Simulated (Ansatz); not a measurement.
# H6Si2: a dynamics run in two tries

Wanted: a short trajectory, and a check that the input is sound. SMILES of the start: [SiH3][SiH3].

Method: RKS CAM-B3LYP/6-31G*, in Ansatz 0.2.0.

## 1. The system as given

Bond lengths: Si1–H2 1.486 Å, Si1–Si3 2.337 Å, Si3–H4 1.486 Å, Si3–H5 1.486 Å, Si3–H6 1.486 Å, Si1–H7 1.486 Å, Si1–H8 1.486 Å. Angles: H2–Si1–Si3 110.6°, H2–Si1–H7 108.4°, H2–Si1–H8 108.4°, Si3–Si1–H7 110.6°, Si3–Si1–H8 110.6°, H7–Si1–H8 108.4°, Si1–Si3–H4 110.6°, Si1–Si3–H5 110.6°, Si1–Si3–H6 110.6°, H4–Si3–H5 108.4°, H4–Si3–H6 108.4°, H5–Si3–H6 108.4°.

Coordinates:

```xyz
8

Si   -0.0546    0.0000    0.0197
H    -0.0967   -0.3341    1.4666
Si    2.1489    0.0000   -0.7588
H     2.7499   -1.3519   -0.6238
H     2.1962    0.3924   -2.1908
H     2.9763    0.9595    0.0169
H    -0.6750    1.3364   -0.1703
H    -0.8678   -1.0023   -0.7159
```

## 2. The run

Contents of input.yaml:

```yaml
crystal:
  periodic: [false, false, false]
  atoms:
    - { symbol: Si, position_ang: [-0.054637, -1.7e-05, 0.019688] }
    - { symbol: H, position_ang: [-0.096673, -0.334074, 1.466607] }
    - { symbol: Si, position_ang: [2.148912, 7.0e-06, -0.758758] }
    - { symbol: H, position_ang: [2.749915, -1.351854, -0.623823] }
    - { symbol: H, position_ang: [2.196246, 0.392373, -2.1908] }
    - { symbol: H, position_ang: [2.976294, 0.959513, 0.016949] }
    - { symbol: H, position_ang: [-0.675027, 1.33638, -0.170306] }
    - { symbol: H, position_ang: [-0.86783, -1.002328, -0.715858] }
basis:
  gaussian: { orbitals: "6-31G*" }
hamiltonian:
  xc: cam_b3lyp
md:
  timestep: 0.25
  n_steps: 25
  ensemble: nve
  temperature: 1500.0
  initial_velocities: maxwell_boltzmann
  seed: 146737
  friction: 0.01
```

Launch:

```
$ ansatz run input.yaml --threads 1 --pin off --max-ram 2048MiB --backend cpu --events-out ev --progress --plain --runs-dir out
```

Before running it: what results should come out? Wanted: first try.

As calculated:

| quantity | value |
| --- | --- |
| first try | refused |
| cause | friction belongs to the Langevin ensembles, and this run is at constant energy |

**Reading.** The fault in the first input was caught at the input check and cost nothing.
